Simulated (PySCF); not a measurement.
Unknown: peak-picked proton spectrum

Formula C$_{5}$H$_{6}$. The spectrum was simulated from the full spin Hamiltonian at 700 MHz with 0.8 Hz Lorentzian lines, from shifts rounded to 0.01 ppm and J to 0.1 Hz, couplings under 1 Hz left out.

Maxima in Hz from TMS (height), grouped by integral:
1H: 5749.4 (17), 5747.4 (21), 5746.8 (22), 5744.7 (18)
1H: 5665.6 (18), 5663.0 (32), 5660.4 (17)
1H: 2918.2 (2), 2916.1 (3), 2915.9 (3), 2913.7 (2), 2910.9 (7), 2908.8 (9), 2908.6 (9), 2906.4 (7), 2903.6 (7), 2901.5 (10), 2901.2 (10), 2899.1 (7), 2896.3 (2), 2894.2 (3), 2894.0 (3), 2891.9 (2)
3H: 1228.7 (100), 1221.4 (99)

13C{1H} NMR (computed): δ 140.9 (CH), 140.7 (CH), 117.2 (C), 76.0 (CH), 17.6 (CH3).

Computed data (PySCF 2.14): geometry from PBE0-D3(BJ)/def2-SVP, σ from GIAO-PBE0/pcSseg-1, J couplings at B3LYP/pcJ-1 (without the spin–dipole term). No solvent, rapidly exchanging positions averaged, non-relativistic, one conformer.

References, each an isolated molecule treated in the same way: TMS for 1H (σref 31.27) and 13C (σref 184.41).

Q: Analyse the multiplets.

A: 1H NMR (700 MHz, computed): δ 8.21 (dd, J = 2.7, 2.0 Hz, 1H), 8.09 (t, J = 2.6 Hz, 1H), 4.15 (qt, J = 7.3, 2.3 Hz, 1H), 1.75 (d, J = 7.3 Hz, 3H). These are first-order names from the parameters used; overlap and second-order distortion can hide them in the list.

Q: What is the compound?

A: SMILES CC=C1C=C1.

Structure with atom numbers: `[CH3:1][CH:2]=[C:3]1[CH:4]=[CH:5]1`. Hydrogens are named by the atom that carries them.

δ 8.21: H(C4), hydrogen on an alkene CH, coupled to H(C5) (2.7 Hz), H(C2) (2.0 Hz). δ 8.09: H(C5), hydrogen on an alkene CH, coupled to H(C4) and H(C2) (2.6 Hz). δ 4.15: H(C2), hydrogen on an alkene CH, coupled to H(C1) (7.3 Hz), H(C5) and H(C4) (2.3 Hz). δ 1.75: H(C1), hydrogen on an allylic methyl carbon, coupled to H(C2) (7.3 Hz).

This is the structure that produced the data.

Multiplet labels drop couplings under 1 Hz and merge nearly equal ones. Unscaled 3J(H,H) at this level run about 10 % above measured values. Shifts are as computed. Against solution values, carbons near 30 ppm lie about +2 ppm off and those near 130 ppm about +5 ppm. Of 1211 compounds with measured shifts, 218 miss one by over three times the rms of a fit or turn the order of signals round; such compounds aren't used in these exercises.
